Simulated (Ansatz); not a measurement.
Members of the series CXY, Y = H; each row names its spin state. All species are isolated molecules in the gas phase. One relaxed conformer stands for each flexible species; it need not be the lowest. Strings in code marks are SMILES.

Quantity: adiabatic spin-state energy, in eV. The DFT solution of `[CH2]`, `[CH]Cl` and `[CH]F` is unstable or spin-contaminated; the geometry comes from it. HF references are unrestricted for open shells and restricted for singlets. The restricted reference of `[CH2]`, `[CH]F`, `[CH]Cl` and `[CH]O` is unstable towards unrestricted orbitals.

A: `[CH2]`: multiplicity 3 minus multiplicity 1
B: `[CH]Cl`: multiplicity 3 minus multiplicity 1
C: `[CH]O`: multiplicity 3 minus multiplicity 1
D: `[CH]F`: multiplicity 3 minus multiplicity 1

Problem. Order them by adiabatic spin-state energy (lowest first) at the level composite: frozen-core CCSD(T) with HF/cc-pV5Z and the correlation energy extrapolated as X^-3 from cc-pVQZ and cc-pV5Z, plus CCSDT(Q) minus CCSD(T) in cc-pVDZ // PBE0-D3(BJ)/def2-TZVP (Ansatz, an electronic-structure program).

Solution. A (-0.390 eV), B (0.279 eV), D (0.66 eV), C (0.96 eV)
